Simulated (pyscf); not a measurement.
PySCF, gas phase, ωB97X-D3(BJ)/def2-SVP geometries.

Problem. For HO–B(Cl)–Cl + NH₃ → H₂N–B(OH)–Cl + HCl, a four-centre exchange (singlet surface; B–Cl, H–N broken, B–N, Cl–H formed), PBE/def2-TZVP gives ΔE‡ = 0.11 eV and ΔE = -0.29 eV (zero: the separated reactants). In which direction and how far do r²SCAN/def2-TZVP, B3LYP-D3(BJ)/def2-TZVP, ωB97M-D3(BJ)/def2-TZVP move these?

Solution. r²SCAN: ΔE‡ = 0.08 eV, ΔE = -0.31 eV; B3LYP-D3(BJ): ΔE‡ = 0.14 eV, ΔE = -0.35 eV; ωB97M-D3(BJ): ΔE‡ = 0.19 eV, ΔE = -0.35 eV. PBE's barrier lies among them. Its reaction energy lies over all of them, by 0.03 to 0.07 eV. On the reactant side the descent ends in an adduct with a B–N contact, 0.80 eV under the separated species and 1.01 eV under the saddle at ωB97X-D3(BJ)/def2-TZVP. What is counted as formed (B–N) is already present as a longer contact in the reactant adduct; forming that adduct is a step of its own. This is the saddle that the search found; another between the same sides may lie lower.
